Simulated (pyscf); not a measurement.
Thermochemistry of product channels of H₃C–CH₂–NH₂ (SMILES CCN) + H₂ (SMILES [H][H]) on the singlet surface, in kJ/mol, from ωB97M-D3(BJ)/def2-TZVP energies (ideal gas, 1 atm, RRHO with modes under 100 cm⁻¹ raised to 100, one conformer, R ln 2 for rigid chiral ones). Single points on ωB97X-D3(BJ)/def2-SVP structures (PySCF, gas phase).

```csv
products,ΔE,ΔH(298 K),ΔG(600 K),ΔG(900 K)
H₃C–CH₃ (SMILES CC) + NH₃ (SMILES N),-93.5,-78.6,-88.3,…
CH₄ (SMILES C) + H₃C–NH₂ (SMILES CN),-61.5,-47.3,-60.5,…
```

Problem. Fill in the missing entries.

Solution. 
- H₃C–CH₃ (SMILES CC) + NH₃ (SMILES N), ΔG(900 K): -90.0
- CH₄ (SMILES C) + H₃C–NH₂ (SMILES CN), ΔG(900 K): -63.6

These are energies of the channels, which say nothing of barriers.
